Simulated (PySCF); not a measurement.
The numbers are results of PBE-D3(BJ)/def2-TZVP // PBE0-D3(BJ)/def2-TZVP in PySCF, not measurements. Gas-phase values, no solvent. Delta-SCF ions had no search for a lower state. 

Reference species (SMILES): `C=C=C` (neutral, multiplicity 1).

```
Item                                       Value
--------------------------------------  --------
HOMO                                    -6.55 eV
S1 oscillator strength                     0.000
vertical ionisation energy (Delta-SCF)  10.03 eV
```

Changed species: `C=C=CC#N` (X = cyano; the reference has X = H).

### Question
Give the shifts of the HOMO, S1 oscillator strength and vertical ionisation energy (Delta-SCF).

### Answer
the HOMO drops by 0.53 eV, to -7.08 eV; the S1 oscillator strength hardly moves; the vertical ionisation energy (Delta-SCF) rises by 0.18 eV, to 10.21 eV.
